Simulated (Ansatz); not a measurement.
Process, species as SMILES: [CH] (CH) → C atom + H atom
B3LYP-D3(BJ)/def2-TZVP geometries, fixed; electronic energies without zero-point terms.

Basis-set convergence of the atomisation energy at B3LYP with Ansatz (a quantum-chemistry and plane-wave program). All functions are spherical. The program fits the integrals of some runs and decomposes those of others, by size. Open shells are unrestricted. No added dispersion term, no relativity. Functions are those of the species that has most. Reference: the value in aug-cc-pV5Z, 85.56 kcal/mol, itself unsure by roughly 0.02 kcal/mol (its mean distance from pcseg-4, aug-pcseg-3, aug-cc-pVQZ). Deviations are taken from unrounded values.

| basis | functions | atomisation energy (kcal/mol) | minus reference (kcal/mol) |
|---|---|---|---|
| pcseg-0 | 11 | 78.53 | -7.03 |
| def2-SV(P) | 16 | 82.52 | -3.04 |
| def2-SVP | 19 | 84.01 | -1.55 |
| pcseg-1 | 19 | 82.98 | -2.58 |
| def2-SVPD | 28 | 85.20 | -0.36 |
| def2-TZVP | 37 | 85.04 | -0.52 |
| pcseg-2 | 44 | 85.15 | -0.41 |
| def2-TZVPP | 45 | 85.28 | -0.28 |
| def2-TZVPD | 46 | 85.23 | -0.33 |
| def2-TZVPPD | 54 | 85.42 | -0.14 |
| def2-QZVPP | 87 | 85.40 | -0.16 |
| pcseg-3 | 93 | 85.49 | -0.07 |
| def2-QZVPPD | 96 | 85.50 | -0.06 |
| pcseg-4 | 162 | 85.54 | -0.02 |

The smallest set listed that lies within 4 kcal/mol of the reference with all its larger relatives (same family, alike in diffuse functions; a set with none counts only in the reference's own line) is def2-SV(P) (16 functions, -3.04 kcal/mol off).
